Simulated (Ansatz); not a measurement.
Geometry optimisation, RHF/6-31G* in Ansatz.

The input (input.yaml):

```yaml
crystal:
  periodic: [false, false, false]
  atoms:
    - { symbol: Li, position_ang: [-0.5049, -0.0249, -2.2928] }
    - { symbol: C, position_ang: [0.1304, 0.0057, 0.5895] }
    - { symbol: O, position_ang: [-0.1306, -0.0033, -0.5926] }
    - { symbol: H, position_ang: [-0.658, 0.1262, 1.3454] }
    - { symbol: H, position_ang: [1.1631, -0.1037, 0.9506] }
total_charge: 1
basis:
  gaussian: { orbitals: "6-31G*" }
hamiltonian:
  xc: hf
relax:
  f_tol: 0.02
  max_steps: 40
scf:
  lower_state_search: "off"
```

Launched with:

```bash
$ ansatz run input.yaml --threads 1 --pin off --max-ram 2048MiB --backend cpu --events-out ev --progress --plain --runs-dir out
```

Question: Where does it end, and by what steps?

Answer: The run converged. Limits of this set-up: the dipole of an ion depends on the origin. After 4 steps the energy has fallen by 0.029 eV; Li1 moved furthest, 0.04 Å.

```csv
step,energy less start (eV),largest force component (eV/Å),accepted
0,0.0000,1.263,yes
1,-0.0184,0.425,yes
2,-0.0244,0.346,yes
3,-0.0269,0.662,yes
4,-0.0290,0.014,yes
```

```xyz
5
Properties=species:S:1:pos:R:3
Li -0.513 -0.027 -2.331
C 0.133 0.007 0.605
O -0.125 -0.003 -0.569
H -0.650 0.126 1.345
H 1.154 -0.102 0.950
```

Run time: 2.8 s on 1 thread of Arm Neoverse V2, on a shared host, peak memory 0.1 GiB.
